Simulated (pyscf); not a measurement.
PySCF, gas phase, ωB97X-D3(BJ)/def2-SVP geometries. MP2 and CC: frozen core, UHF for open shells. ΔMP2 is the change of the MP2 total energy from the triple- to the quadruple-zeta basis.

Question: How much does it cost (ΔH, 298 K, CCSD(T)/def2-TZVPP + ΔMP2(QZVPP)) to split B–OH [singlet] at its H–O bond into [B=O]• + H•?

Answer: H–O to [B=O]• + H•: 67.0 kcal/mol. The radicals are drawn with the spin at the cut bond; how far it spreads was not checked. B–OH [singlet] lies 44.5 kcal/mol over its isomer HB=O, and others may lie lower still (electronic energy, ωB97M-D3(BJ)). The CCSD(T) − MP2 part came from Ansatz, without density fitting, on the same reference.
